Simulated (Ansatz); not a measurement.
**[SiH₃···H···GeH₃], doublet in cc-pVDZ: errors against UCCSDT(Q)**

Geometry: a point of a hydrogen-transfer path between rigid fragments, not a stationary point.

```xyz
9

Si   -2.7426    0.0000    0.0000
H    -3.2374    1.3997    0.0000
H    -3.2374   -0.6999    1.2122
H    -3.2374   -0.6999   -1.2122
H    -0.8856    0.0000    0.0000
Ge    1.1404    0.0000    0.0000
H     1.6091   -1.4659    0.0000
H     1.6091    0.7330   -1.2695
H     1.6091    0.7330    1.2695
```

Basis cc-pVDZ; Ansatz 0.2.0. Only valence electrons are correlated (noble-gas cores and the filled d shells of p-block atoms frozen), which leaves 15 electrons in 61 orbitals. R marks a restricted (for open shells ROHF) determinant, U an unrestricted one. No spin–orbit coupling is included, and no scalar relativity.

Full CI isn't at hand for all of this; UCCSDT(Q) serves as the reference, and is uncertain by about the last step of the cluster series.

The UHF ⟨S²⟩ is 0.791, the T1 diagnostic (RCCSD) is 0.0192 and the largest doubles amplitude (RCCSD) is 0.049. The T1 diagnostic (UCCSD) is 0.0150.

**Question.** From what is known of these methods and the diagnostics, rank them by the size of their error in total energy against UCCSDT(Q) in cc-pVDZ, smallest first (an estimate: the text doesn't fix the numbers).
A. UCCSDT
B. UHF
C. UMP2
D. UCCSD(T)
E. UCCSD

**Answer.** A (0.13 kcal/mol), D (1.03 kcal/mol), E (4.72 kcal/mol), C (40.91 kcal/mol), B (176.13 kcal/mol).

All errors are against UCCSDT(Q) in cc-pVDZ. Within each family the higher level lies nearer, as is usual though not guaranteed.
